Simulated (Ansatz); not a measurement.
# HAlP, doublet in 6-31G: errors against full CI

Geometry: a point of a stretch scan, not a stationary point.

```xyz
3

Al    0.0000    0.0000   -0.0123
P     0.0000    0.0000   -2.1565
H     0.0000    0.0000    2.1687
```

Basis 6-31G; Ansatz 0.2.0. Correlated methods freeze the noble-gas cores, which leaves 9 electrons in 18 orbitals. Prefix R: restricted or restricted open-shell reference; prefix U: unrestricted. Active spaces: valence = (9e, 9o) chosen from the atoms' valence shells; pair = (3e, 3o) about the gap.

Full CI is exact within this basis and frozen core; it isn't the basis-set limit. The frozen core follows each run's orbitals, which can shift R against U totals by a few meV.

Unrestricted rows (U) aren't spin-pure: their determinants' ⟨S²⟩ exceeds S(S+1) by up to 0.34, so they mix in states of higher spin. HF rows are the lowest solutions found. Coupled cluster chose its determinant by trial CCSD, here up to 0.06 eV above the lowest Hartree–Fock solution of its kind, and MP2 stands on that determinant too. For open shells CISD and CISDTQ are restricted-active-space CI with the open shells as a complete middle space.

```
UHF ⟨S²⟩                            : 1.085
⟨S²⟩ of the determinant under UCCSD : 1.023
T1 diagnostic (RCCSD)               : 0.0403
largest doubles amplitude (RCCSD)   : 0.136
T1 diagnostic (UCCSD)               : 0.0687
```

```tsv
level	E − E(full CI) (kJ/mol)	share of correlation (%)	wall time
RHF	309.1	0.00	–
UHF	298.9	3.29	0.51 s
RMP2	86.2	72.10	–
UMP2	104.6	66.16	–
CISD	38.4	87.59	0.57 s
RCCSD	18.0	94.18	–
UCCSD	18.5	94.02	–
RCCSD(T)	5.0	98.40	1.1 s
UCCSD(T)	6.6	97.88	2.9 s
BCCD(T)	5.2	98.32	1.1 s
RCCSDT	0.7	99.77	–
UCCSDT	0.8	99.73	–
CISDTQ	2.2	99.29	7.5 s
RCCSDT(Q)	0.2	99.92	3.8 s
UCCSDT(Q)	-0.3	100.09	6.5 s
RCCSDTQ	0.0	100.01	32 s
CASSCF (pair space)	233.6	24.41	–
NEVPT2 (pair space)	61.3	80.18	0.6 s
MRCISD (pair space)	23.2	92.50	–
MRCISD+Q (pair space)	1.7	99.45	0.96 s
CASSCF (valence space)	72.7	76.48	–
NEVPT2 (valence space)	21.2	93.13	2.9 s
MRCISD (valence space)	2.2	99.30	–
MRCISD+Q (valence space)	0.6	99.82	4 s
```

The correlation energy at full CI, counted from RHF, is -3.203 eV. That run took 1.9 min on 1 thread of Arm Neoverse V2, shared host over 6,554,240 determinants.

Times hold each run's SCF and search for its determinant on a shared host, so for small cases they say little of a method's own cost; they ran on 1 thread of Arm Neoverse V2.

The full-CI state has the irrep B2 of C2v, in the program's axes (one component, if the state is degenerate).

Natural occupations of full CI about the gap: 1.980 1.932 1.909 1.870 0.981 0.146 0.088 0.035 0.026 0.009; effectively unpaired electrons, Σ n²(2−n)², 1.22.
